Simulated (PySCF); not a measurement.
AlH3: from structure and modes to constants

Method: PySCF, PBE, basis Al def2-TZVP, H def2-TZVP (no relativity, density fitting).

The singlet minimum has D3h symmetry. Masses (u): Al 26.98154, H 1.00782.

```xyz
4
charge 0 multiplicity 1, angstrom
Al    0.0000    0.0000    0.0000
H     1.5957    0.0000    0.0000
H    -0.7979    1.3820    0.0000
H    -0.7979   -1.3820    0.0000
```

Harmonic wavenumbers (cm⁻¹): 680.7 (a2'', ×1), 766.0 (e', ×2), 1868.0 (a1', ×1), 1883.6 (e', ×2).

Question: Find the vibrational entropy and heat capacity at 298.15 K.

Answer: With u = 1.43878 ω/T, each mode gives S = R[u/(eᵘ−1) − ln(1−e⁻ᵘ)] and C = R u² eᵘ/(eᵘ−1)².
| ω (cm⁻¹) | u | S (J/(mol K)) | C (J/(mol K)) |
| --- | --- | --- | --- |
| 680.7 | 3.285 | 1.38 | 3.63 |
| 766.0 (×2) | 3.696 | 0.99 | 2.96 |
| 1868.0 | 9.014 | 0.01 | 0.08 |
| 1883.6 (×2) | 9.090 | 0.01 | 0.08 |
The sums over all modes are S = 3.4 and C = 9.8 J/(mol K); the softest mode gives 41 % of the entropy (each member, where degenerate).

Question: Give the standard entropy (298.15 K, 1 bar) by its translational, rotational, vibrational and spin parts, and Cp.

Answer: Sackur–Tetrode with M = 30.01 u gives 151.3; rotation with symmetry number 6 gives 53.3; vibration 3.4; spin R ln 1 = 0.0. The total is 208.0 J/(mol K), and Cp = 4 R + 9.8 = 43.0 J/(mol K).
